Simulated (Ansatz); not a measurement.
`CBF` + H₂S → `FBS` + CH₄ at 500 K and 1 bar (ligand exchange at a B–C bond).

Isolated molecules relaxed with PBE0-D4/def2-TZVP in Ansatz; ΔE leaves out vibrations. CBS: def2 TZ/QZ extrapolation, frozen cores. One conformer a species, not always the lowest.

```json
{"species": "`CBF`", "CCSD(T)/CBS energy (Eh)": "-165.09757", "H − E (kJ/mol)": "162.8", "S (J/(mol·K))": "311.9"}
{"species": "H₂S", "CCSD(T)/CBS energy (Eh)": "-398.97119", "H − E (kJ/mol)": "57.0", "S (J/(mol·K))": "224.0"}
{"species": "`FBS`", "CCSD(T)/CBS energy (Eh)": "-523.63756", "H − E (kJ/mol)": "91.2", "S (J/(mol·K))": "300.8"}
{"species": "CH₄", "CCSD(T)/CBS energy (Eh)": "-40.45885", "H − E (kJ/mol)": "135.6", "S (J/(mol·K))": "206.8"}
```

H − E and S are ideal-gas, rigid-rotor, harmonic terms from PBE0-D4/def2-TZVP, for one conformer and one mirror image of each species. 1 Eh = 2625.50 kJ/mol, R = 8.31446 J/(mol·K).

Task: By hand: ΔE, ΔH, ΔS and ΔG.

Result: ΔE = (-523.63756) + (-40.45885) − (-165.09757) − (-398.97119) = -0.02765 Eh = -72.6 kJ/mol. Δ(H − E) = 91.2 + 135.6 − 162.8 − 57.0 = 7.0, so ΔH = -65.6 kJ/mol. ΔS = 300.8 + 206.8 − 311.9 − 224.0 = -28.3 J/(mol·K). ΔG = -65.6 − 500 × (-28.3)/1000 = -51.4 kJ/mol.

Task: By hand: the equilibrium constant, and the temperature at which ΔG would vanish if ΔH and ΔS stayed fixed.

Result: log₁₀ K = −ΔG/(RT ln 10) = 5.4. ΔG = 0 at ΔH/ΔS = 2318 K.

ΔH outweighs TΔS. A doubt of 5 kJ/mol in ΔE shifts log₁₀ K by 0.5 here. Other conformers and mirror images would add mixing entropy, several J/(mol·K) or more a flexible species. These are equilibria of isolated gas molecules and say nothing of rates. Largest T1 diagnostic: 0.014 (customary marks: 0.02 for closed shells, 0.045 for open ones).
